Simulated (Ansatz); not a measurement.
C3H10Si can be A, `C[SiH](C)C`, or B, `CCC[SiH3]`.

Computed with Ansatz on PBE0-D4/def2-TZVP structures; ΔE is electronic, products minus reactants. CCSD(T)/CBS adds triple-zeta CCSD(T) − MP2 to the extrapolated MP2 energy (def2 sets, frozen cores). Functionals use def2-TZVPP. B3LYP here is the variant with VWN-RPA as its local correlation; programs differ in this. Each species was taken in one conformer, which may not be the lowest.

Problem. Which is lower in electronic energy at CCSD(T)/CBS, and by how much? (Best estimate.)

Solution. The calculation gave: A, by 22.6 kcal/mol.

Problem. Give E(B) − E(A) in kcal/mol with ωB97M-V, BLYP-D4, B3LYP-D4, B2PLYP, CCSD(T)/def2-TZVPP, PBE0-D4, r2SCAN-D4. (Best estimate.)

Solution. Ansatz gave: ωB97M-V 23.5, BLYP-D4 22.5, B3LYP-D4 22.7, B2PLYP 22.6, CCSD(T)/def2-TZVPP 21.9, PBE0-D4 22.9, r2SCAN-D4 24.3. None reverses the order clearly.

Problem. Does the order hold for the free energy at 298.15 K (harmonic terms from PBE0-D4)? (Best estimate.)

Solution. Ansatz gave: Yes: G(B) − G(A) = +22.1 kcal/mol, for one conformer each.

Largest T1 diagnostic: 0.009.

At CCSD(T), def2-SVP lies −7.0 kcal/mol from the extrapolated value and def2-TZVPP −0.7 kcal/mol. Leaving LDA and LC-ωPBE aside and taking each functional with its dispersion term where it has one, the values, not all of them listed here, spread over 2.3 kcal/mol, from ωB97X-V to r2SCAN-D4. LDA lies −1.0 kcal/mol from PBE without D4.
